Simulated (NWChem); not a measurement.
HS anion

Computed with NWChem. Sets without diffuse functions describe the anion's extra electron poorly. The highest occupied level is positive, so the extra electron may be held by the finite basis. The level has its own optimisation; frequencies are unscaled.

**Question.** Estimate the computed values for BLYP/def2-SVP. Quantities: r H–S (Å); highest harmonic frequency (cm⁻¹); zero-point energy (kcal/mol).

**Answer.** 
```
Item                               Value
---------------------------------  -----
r H–S (Å)                          1.377
highest harmonic frequency (cm⁻¹)   2443
zero-point energy (kcal/mol)         3.5
```
